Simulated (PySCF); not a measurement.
## How well do the runs reproduce experiment for sodium fluoride?

**Experimental background.**

Liu, Meijer, Perez-Rios, Phys. Chem. Chem. Phys. 22 (2020) 24191 lists, for the gas: dipole moment 8.1558 D.

The results are set against them at the end.

Compound: sodium fluoride, NaF.
Numbering: `[F:1][Na:2]`

Cartesian coordinates in Å at the PBE0-D3(BJ)/def2-SVP level; atoms count from 1:
```xyz
2
NaF angstrom
F      0.9458   -0.0025   -0.0096
Na    -0.9403    0.0051   -0.0187
```

The PySCF runs (gas phase, on this PBE0-D3(BJ)/def2-SVP geometry; no spin–orbit coupling):

| level | job | basis functions |
| --- | --- | --- |
| B3LYP/def2-SVPD | 10 singlets by full TDDFT, 4 Tamm–Dancoff triplets, polarisability, ΔSCF ions | 41 |
| BHandHLYP/def2-SVPD | 10 singlets by full TDDFT, 4 Tamm–Dancoff triplets, polarisability, ΔSCF ions | 41 |
| HF/def2-SVPD | 10 singlets by TDHF, 4 Tamm–Dancoff triplets, polarisability, ΔSCF ions | 41 |
| LC-wPBE/def2-SVPD | 10 singlets by full TDDFT, 4 Tamm–Dancoff triplets, polarisability, ΔSCF ions | 41 |
| LDA/def2-SVPD | 10 singlets by full TDDFT, 4 Tamm–Dancoff triplets, polarisability, ΔSCF ions | 41 |
| PBE/def2-SVPD | 10 singlets by full TDDFT, 4 Tamm–Dancoff triplets, polarisability, ΔSCF ions | 41 |
| PBE0/6-31G* | 10 singlets by full TDDFT, 4 Tamm–Dancoff triplets, polarisability | 32 |
| wB97X-D/def2-SVPD | 10 singlets by full TDDFT, 4 Tamm–Dancoff triplets, polarisability, ΔSCF ions | 41 |
| PBE0/6-31+G* | 10 singlets by full TDDFT, 4 Tamm–Dancoff triplets, polarisability | 40 |
| PBE0/def2-TZVP | 10 singlets by full TDDFT, 4 Tamm–Dancoff triplets, polarisability | 63 |
| B3LYP/cc-pVTZ | spin–spin couplings from 1 perturbed nucleus | 64 |
| B3LYP/6-31G* | spin–spin couplings from 1 perturbed nucleus | 32 |

All basis functions are spherical.

**Comparison with experiment**

**Dipole moment.** Measured: 8.1558 D (Liu, Meijer, Perez-Rios, Phys. Chem. Chem. Phys. 22 (2020) 24191).

```csv
level,computed (D),computed − measured (D),% (from the printed values)
B3LYP/def2-SVPD,8.003,-0.153,-2
BHandHLYP/def2-SVPD,8.169,+0.013,0
HF/def2-SVPD,8.340,+0.184,+2
LC-wPBE/def2-SVPD,8.128,-0.028,0
LDA/def2-SVPD,7.850,-0.306,-4
PBE/def2-SVPD,7.803,-0.353,-4
PBE0/6-31G*,7.110,-1.046,-13
wB97X-D/def2-SVPD,8.158,+0.002,0
PBE0/6-31+G*,8.069,-0.087,-1
PBE0/def2-TZVP,7.749,-0.407,-5
B3LYP/cc-pVTZ,7.724,-0.432,-5
B3LYP/6-31G*,6.926,-1.230,-15
```

12 of the 25 levels run are shown, the closest and the furthest among them. Closest is wB97X-D/def2-SVPD (+0.002 D), furthest B3LYP/6-31G* (-1.230 D); one molecule doesn't rank methods. The computed dipoles belong to one fixed geometry; measured ones are averaged over vibrations unless marked μe. Magnitudes are compared, not signs.

The geometry is computed, not the measured one. Where a level misses, the cause wasn't examined.
